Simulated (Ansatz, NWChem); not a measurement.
**Worked example: vertical ionisation energy of C2N2 (bisisocyanide)**

C2N2: 4 atoms, total charge 0, spin state singlet. SMILES: `[C-]#[N+][N+]#[C-]`. Geometry: relaxed at PBE0-D4/def2-TZVP.

Both states at this one shape; open shells run unrestricted unless said. 1 Eh = 27.2114 eV.

| level | program | singlet C2N2 (Eh) | doublet [C2N2]+ (Eh) | HOMO of the first (eV) |
| --- | --- | --- | --- | --- |
| PBE/cc-pVTZ | Ansatz | -185.394987 | -184.958447 | -8.38 |
| M06-2X/cc-pVTZ | NWChem | -185.547664 | -185.067519 | -11.55 |

Task: Work out the vertical ionisation energy at each level.

Result: 
1. PBE/cc-pVTZ: -184.958447 − (-185.394987) = 0.436540 Eh = 11.88 eV; −ε(HOMO) = 8.38 eV.
2. M06-2X/cc-pVTZ: -185.067519 − (-185.547664) = 0.480145 Eh = 13.07 eV; −ε(HOMO) = 11.55 eV.

No measured value is set beside it here; the levels span 11.88 to 13.07 eV. In semi-local functionals −ε(HOMO) lies far under the ionisation energy, a result of self-interaction.
